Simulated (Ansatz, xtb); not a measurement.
Bonds broken one at a time in the series Al CH3-NH2. Gas-phase values, no solvent. Strings in code marks are SMILES.

Quantity: homolytic bond dissociation enthalpy at 298 K (no spin–orbit term), in eV. Enthalpy corrections at 298 K come from GFN2-xTB frequencies (xtb).

Case: Al–N bond of `[CH3][Al]([NH2])[NH2]`, giving `[CH3][Al][NH2]` and `[NH2]`. Geometry of `[CH3][Al]([NH2])[NH2]` (neutral, multiplicity 1, Å):

```xyz
11

C     -1.5376    -0.7978    -0.0649
Al     0.1953     0.0974     0.0140
N      0.2985     1.8541     0.2627
N      1.7062    -0.8196    -0.1721
H     -2.0308    -0.6224    -1.0253
H     -2.2159    -0.4336     0.7111
H     -1.4463    -1.8794     0.0588
H     -0.5008     2.4555     0.3831
H      1.1457     2.3981     0.3022
H      2.6378    -0.4361    -0.1565
H      1.7480    -1.8163    -0.3131
```

Task: Give the homolytic bond dissociation enthalpy at 298 K (no spin–orbit term) at the level frozen-core CCSD(T)/cc-pVTZ // B3LYP-D3(BJ)/def2-TZVP (Ansatz, an electronic-structure program).

Result: 4.55 eV.
